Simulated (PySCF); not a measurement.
# Gas-phase XPS of `CP(C)(C)=S`, computed

Compound: C3H9PS.
Bonds: C1–P2, P2–C3, P2–C4, P2–S5 (double). Hydrogens: H6, H7, H8 on C1; H9, H10, H11 on C3; H12, H13, H14 on C4.

Computed with PySCF 2.14.0, delta-SCF UKS SCAN, pcX-2 on the ionised atom, pcseg-1 elsewhere, spin-free X2C. Binding energies are ΔSCF values: E(core-ionised, relaxed orbitals) − E(ground state) at a fixed geometry, referred to the vacuum level.

**Question.** What binding energy does each computed site have?

**Answer.** 
```
 atom(s)                bonded to    level  binding energy (eV)  2p1/2 (eV)  count
C1/C3/C4                3 H and P     C 1s               290.91           –      3
      P2  S (double bond) and 3 C  P 2p3/2               137.74      138.63      1
      P2  S (double bond) and 3 C     P 1s              2151.64           –      1
      S5          P (double bond)     S 1s              2474.94           –      1
```

**Question.** Which photon energy gives electrons from S 1s of S5 a kinetic energy of 100 eV, and what is their de Broglie wavelength?

**Answer.** hν = 2474.94 + 100 = 2574.94 eV, recoil neglected; λ = 12.264 Å/√(E/eV) = 1.23 Å.

**Question.** Which photon wavelength matches the S 1s of S5 threshold?

**Answer.** λ = hc/E = 12398.42 eV Å / 2474.94 eV = 5.010 Å.

The first atom of each set that the bonding makes equivalent was ionised and stands for the set. Not every level is listed. The 2p values aren't plain energy differences: one relaxed spin-free 2p hole is combined with a matrix within the shell (ground-state 2p orbital-energy differences and spin–orbit coupling). 2p3/2, the mean of its two sublevels, lies a third of the splitting below the shell's mean and 2p1/2 two thirds above it; the statistical areas are 2:1. 2p1/2 minus 2p3/2 (ligand field included): P 0.89 eV. Isolated species at its PBE0-D3(BJ)/def2-SVP geometry, gas phase.
